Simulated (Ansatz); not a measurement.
**F–Ge–PH⁺, triplet: the ladder up to UCCSDT(Q)**

Geometry: that of the F–Ge–PH, quartet, kept fixed.

```yaml
atoms:
  - { symbol: F, position_ang: [0.0227, 1.0801, 1.4120] }
  - { symbol: Ge, position_ang: [0.0114, -0.3995, 0.4567] }
  - { symbol: P, position_ang: [-0.0836, 0.2677, -1.8673] }
  - { symbol: H, position_ang: [1.3157, 0.2082, -2.1496] }
```

Basis cc-pVDZ; Ansatz 0.2.0. Correlated methods freeze the noble-gas cores and the filled d shells of p-block atoms, which leaves 16 electrons in 44 orbitals. R marks a restricted (for open shells ROHF) determinant, U an unrestricted one. No spin–orbit coupling is included, and no scalar relativity.

Full CI isn't at hand for all of this; UCCSDT(Q) serves as the reference, and is uncertain by the last step of the cluster series or more. The frozen core follows each run's orbitals, which can shift R against U totals by a few meV for light atoms and by up to 0.1 eV past Ca.

```
UHF ⟨S²⟩                          : 2.075
T1 diagnostic (RCCSD)             : 0.0311
largest doubles amplitude (RCCSD) : 0.068
T1 diagnostic (UCCSD)             : 0.0265
```

```
   level  E − E(UCCSDT(Q)) (kcal/mol)  wall time
     UHF                       240.88          –
    UMP2                        28.14          –
   UCCSD                         8.29          –
UCCSD(T)                         1.66       17 s
  UCCSDT                         0.71          –
```

Run but not shown, since their state, orbitals or frozen core can't be matched to the reference's or they repeat it: RHF, RMP2, RCCSD, RCCSD(T), BCCD(T), RCCSDT, RCCSDT(Q).

Times hold each run's SCF and search for its determinant on a shared host, so for small cases they say little of a method's own cost; they ran on 1 thread of AMD EPYC 7R13. Some runs computed forces too.
